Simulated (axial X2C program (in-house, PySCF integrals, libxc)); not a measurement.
**Photoelectron levels of ClF by EOM-IP-CCSD**

Calculated with an axial X2C code built on PySCF integrals: two-component X2C with atomic mean-field Coulomb and Gaunt terms, Gaussian nuclei, basis Cl dyall-av3z, F dyall-av3z with contracted cores.

R = 1.500 Å (0.920 times 1.631 Å, the PBE0 minimum at charge 0 for the lowest determinant).

Vertical ionisation energies of ClF to the states of ClF⁺:

```tsv
Ω of ClF⁺	vertical IE (eV)	above lowest (cm⁻¹)	ionised spinor	one-hole weight
3/2	12.226	0	70% Cl pπ, 19% F pπ	0.95
1/2	12.303	627	70% Cl pπ, 19% F pπ	0.95
3/2	18.185	48067	75% F pπ, 20% Cl pπ	0.92
1/2	18.228	48414	74% F pπ, 20% Cl pπ	0.92
1/2	19.039	54954	52% F pσ, 28% Cl pσ, 13% Cl sσ	0.93
```

(1) What is the splitting of the first π pair in the table, and is it regular or inverted?

This point took 14 s on 1 thread of Arm Neoverse N1, on a shared host.

Reference electrons by ω block (each with its −ω partner): 1/2: 10, 3/2: 3. 14 electrons of ClF correlated (inner shells frozen), 92 natural virtual spinors (a truncated set); levels can be off by some tenths of an eV. Roots sought by Ω: (1/2: 4, 3/2: 3, 5/2: 1); the list ends where they run out and leaves out roots under 60 % one-particle weight. The solver can skip a root, and states that need a further excitation, which the method places far too high, are missing though they may lie low or lowest. T1 of the reference 0.010 (Lee–Taylor). Number of frozen shells: Cl 2 s, 1 p; F 1 s.

Answers

(1) E(3/2) − E(1/2) = 0 − 627 = -627 cm⁻¹ at EOM-IP-CCSD: inverted, Ω = 3/2 lower. Splittings at this level can be off by ten to twenty per cent.
